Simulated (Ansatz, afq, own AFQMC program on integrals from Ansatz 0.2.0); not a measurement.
**SiH₂O, triplet: AFQMC among the cluster methods**

```
atom    x (Å)    y (Å)   z (Å)
   O  -0.9477  -0.2316  0.0000
   H  -1.1970   0.6949  0.0000
   H   0.3523  -0.2316  0.0000
  Si   1.7923  -0.2316  0.0000
```

Connectivity, by distances: OH ··· SiH.

Basis cc-pVTZ. Noble-gas cores (and the filled d shells of Ga–Kr and In–Xe) are frozen. AFQMC by an in-house program on the Cholesky factors that Ansatz 0.2.0 writes for its CCSD(T) run. The CISD trial takes its coefficients from CCSD amplitudes. Released means that phaseless walkers are propagated on without the constraint, phases kept. Uncertainties: one standard error, sampling alone.

Determinant: UHF, the one that the program's search chose, which needn't be the lowest solution. The geometry is a point of a scan.

No full CI on the walks' own integrals is used here; CCSDT(Q) serves as the reference and is uncertain by about the last step of the cluster series.

Cautions: lower spins were not checked; the determinant is a saddle point among determinants of its kind; the released energies are still falling, so no released level is given (meV from the phaseless value at times in 1/Eh: -11 ± 7 at 0.24, -11 ± 7 at 0.51, -33 ± 6 at 0.99, -44 ± 10 at 1.62, -32 ± 21 at 2.40), though the last usable value meets CCSDT(Q) within the noise.

The T1 diagnostic is 0.0370, the weight of the determinant in the CISD state is 0.841 and the ⟨S²⟩ of the determinant is 2.044. The size of the correlated space is 12 electrons in 86 orbitals.

```tsv
level	correlation energy (eV)
MP2	-8.7714
CCSD	-9.6550
CCSD(T)	-10.0194
```

(1) Estimate where phaseless AFQMC with a CISD trial lies against CCSD(T) on the same integrals.

(1) 1.10 ± 0.26 mEh below CCSD(T).

Reference: CCSDT(Q), correlation energy -10.089 eV.

| level | E − E(reference) (mEh) | share of correlation (%) |
| --- | --- | --- |
| CCSD(T) | 2.54 | 99.31 |
| CCSDT | 0.98 | 99.74 |
| ph-AFQMC/CISD | 1.44 ± 0.26 | 99.61 |

A walk keeps the symmetry of its determinant, which the program's search chose and which needn't be the lowest solution, so a lower state of the same spin and another symmetry isn't excluded.
